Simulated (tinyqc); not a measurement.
Inside a calculation. Method: RKS/PBE0 in the sto-3g basis, for HF, spin multiplicity 1. One step of it, computed by the program tinyqc.

Question. Iteration 2: DIIS coefficients. Solve [B -1; -1 0][c; lambda] = [0; -1] for the coefficients, which sum to one.

B (overlaps of the stored error matrices):
```
                1               2
1   1.9521520e+00  -7.5928055e-01
2  -7.5928055e-01   4.7540961e-01
```

Give: DIIS coefficients.

Answer.

DIIS coefficients: 0.3129  0.6871
